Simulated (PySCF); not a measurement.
Vertical excitations of a molecule C3H9N from TDA-M06-2X/def2-SVPD (PySCF), as energy in eV (oscillator strength): 6.00 (0.033), 7.04 (0.003), 7.04 (0.003), 7.76 (0.001), 8.03 (0.188), 8.05 (0.024), 8.05 (0.024), 8.87 (0.013), 8.87 (0.013), 8.92 (0.001). Lowest triplet (TDA): 5.97 eV. Geometry: PBE0-D3(BJ)/def2-SVP. Other conformers were not sampled.

Task: Pick the molecule that these values belong to.
(A) CN(C)C
(B) CC(C)N
(C) CCNC
(D) CCCN

Result: A, CN(C)C
